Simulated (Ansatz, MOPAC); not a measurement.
Gas-phase reaction in SMILES: C[SH+]C -> CC[SH2+]

Quantity: isomerisation energy (enthalpy at 298 K), in kcal/mol. Conventions: non-relativistic; no dispersion term unless named; spin-orbit terms left out; valence correlation only; 6-31G* and kin with 6d, 5d where marked; LANL2DZ with its own core potentials from Na on. CBS(X,Y): correlation extrapolated as X^-3; Hartree-Fock from the larger set. [CCSD(T)-MP2]/basis is that difference in the basis named. First-principles rows: single points at B3LYP-D3(BJ) geometries (Ansatz, a program for electronic structure), with unscaled harmonic terms from B3LYP/6-31G* at its own minima. Semi-empirical rows: MOPAC heats of formation at their own minima for 298 K.

Coupled cluster (Ansatz) is a level with limits of its own, used here on species with T1 under 0.025 (0.045 for open shells) and stable references: RI-MP2/CBS(cc-pV(T+d)Z,cc-pV(Q+d)Z)+[CCSD(T)-MP2]/cc-pV(T+d)Z.

Value to compare with, RI-MP2/CBS(cc-pV(T+d)Z,cc-pV(Q+d)Z)+[CCSD(T)-MP2]/cc-pV(T+d)Z (Ansatz): 7.4 kcal/mol.

```json
[
 {"level": "MNDO", "program": "MOPAC", "isomerisation energy (enthalpy at 298 K) (kcal/mol)": "4.6", "difference": "-2.8"},
 {"level": "HF/6-31G*", "program": "Ansatz", "isomerisation energy (enthalpy at 298 K) (kcal/mol)": "8.3", "difference": "0.9"},
 {"level": "PBE/LANL2DZ", "program": "Ansatz", "isomerisation energy (enthalpy at 298 K) (kcal/mol)": "7.4", "difference": "0.0"},
 {"level": "PBE/6-31G*", "program": "Ansatz", "isomerisation energy (enthalpy at 298 K) (kcal/mol)": "7.9", "difference": "0.5"},
 {"level": "B3LYP/STO-3G", "program": "Ansatz", "isomerisation energy (enthalpy at 298 K) (kcal/mol)": "9.0", "difference": "1.6"},
 {"level": "B3LYP/LANL2DZ", "program": "Ansatz", "isomerisation energy (enthalpy at 298 K) (kcal/mol)": "8.0", "difference": "0.6"},
 {"level": "PBE/def2-TZVPD", "program": "Ansatz", "isomerisation energy (enthalpy at 298 K) (kcal/mol)": "7.5", "difference": "0.1"},
 {"level": "B3LYP/def2-TZVPD", "program": "Ansatz", "isomerisation energy (enthalpy at 298 K) (kcal/mol)": "7.5", "difference": "0.1"},
 {"level": "wB97X-V/def2-TZVPD", "program": "Ansatz", "isomerisation energy (enthalpy at 298 K) (kcal/mol)": "7.6", "difference": "0.2"}
]
```

Among the 6 habitual levels, MNDO lies farthest from RI-MP2/CBS(cc-pV(T+d)Z,cc-pV(Q+d)Z)+[CCSD(T)-MP2]/cc-pV(T+d)Z (Ansatz) (-2.8 kcal/mol); 4 of 6 lie above it, and their mean absolute difference is 1.1 kcal/mol, the median 0.8. One case shows no general order.

The levels are drawn from those run, B3LYP/6-31G* more often than the rest, none by its result; runs whose electronic state is in doubt are left out.
